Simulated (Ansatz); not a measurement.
# MgH (doublet): wave-function methods side by side at distance Mg1–H2 = 2.140 Å, cc-pVQZ

Aim: climb from Hartree-Fock through coupled cluster and multireference methods for MgH (doublet) at one geometry and basis, and see what each rung misses.

Computed with Ansatz 0.2.0, Gaussian basis. Level: cc-pVQZ, core rule «outside noble gas», up to 5 orbitals frozen.

Plan: UHF; CCSD(T) on ROHF; CCSD(T) on UHF; BCCD(T) on ROHF; CCSDT on ROHF; CCSDT on UHF; CASSCF and MRCISD+Q, 3 electrons in 5 orbitals; CASSCF and NEVPT2, 3 electrons in 5 orbitals; Full CI.

24 further runs of the same task are left out: 8 for a known fault of the program, 15 that didn't finish, 1 set aside as unsound or not needed. Runs told in other sessions of the task aren't counted.

## (1) The geometry

The geometry derives from a PBE0/def2-TZVP stationary point (not a proven minimum). One bond is set to the value named and the two fragments are kept rigid.

2 atoms, charge 0, spin multiplicity 2.

Atoms are counted from 1 here; the program's logs count them from 0.

Bond lengths: Mg1–H2 2.140 Å.

## (2) UHF

The input, in.yaml:

```yaml
crystal:
  periodic: [false, false, false]
  atoms:
    - {symbol: Mg, position_ang: [0.000000, 0.000000, 0.000000]}
    - {symbol: H, position_ang: [0.000000, 0.000000, 2.140000]}
basis:
  gaussian: {orbitals: cc-pVQZ}
magnetization: {spin_polarized: true, initial_magnetization: 1}
hamiltonian: {xc: hf}
output: {orbitals: {seedname: orbitals}}
```

Launch:

```bash
$ ansatz run in.yaml --threads 1 --pin off --events-out ev --progress --plain --max-ram 2393MiB
```

After this run come: CCSD(T) on ROHF; CCSD(T) on UHF; BCCD(T) on ROHF; CCSDT on ROHF; CCSDT on UHF; CASSCF and MRCISD+Q, 3 electrons in 5 orbitals; CASSCF and NEVPT2, 3 electrons in 5 orbitals; Full CI.

**Question.** What will the summary of the whole plan be? Wanted: FCI from the RHF energy; RMP2 from FCI; UMP2 from FCI; RCCSD from FCI; RCCSD(T) from FCI; UCCSD(T) from FCI; NEVPT2 valence from FCI; MRCISD+Q valence from FCI; T1 diagnostic.

As calculated:

| quantity | value |
| --- | --- |
| FCI from the ROHF energy | -1.2907 eV |
| RMP2 from FCI | +367.5 meV |
| UMP2 from FCI | +359.1 meV |
| RCCSD from FCI | +33.4 meV |
| RCCSD(T) from FCI | +9.4 meV |
| UCCSD(T) from FCI | +6.8 meV |
| NEVPT2 valence from FCI | +159.5 meV |
| MRCISD+Q valence from FCI | +7.2 meV |
| levels within 1 kcal/mol (43 meV) | RCCSD, UCCSD, RCCSD(T), UCCSD(T), BCCD(T), RCCSDT, UCCSDT, MRCISD valence, MRCISD+Q valence |
| T1 diagnostic | 0.059 |
| effectively unpaired electrons | 1.04 |

RCCSD(T) lands +9.4 meV from the yardstick (0.7 % of the correlation energy). The occupations are near whole numbers, but T1 = 0.059 shows that the orbitals relax strongly. Of the multireference levels listed MRCISD+Q valence comes nearest in total energy (+7.2 meV), which doesn't show that its space is the better one. These misses are within one basis, not against nature; the frozen cores of restricted and unrestricted runs differ, which can shift their rows.

Levels on UHF freeze UHF's core orbitals, full CI those of ROHF, so the U rows can settle a little off it for that reason alone.
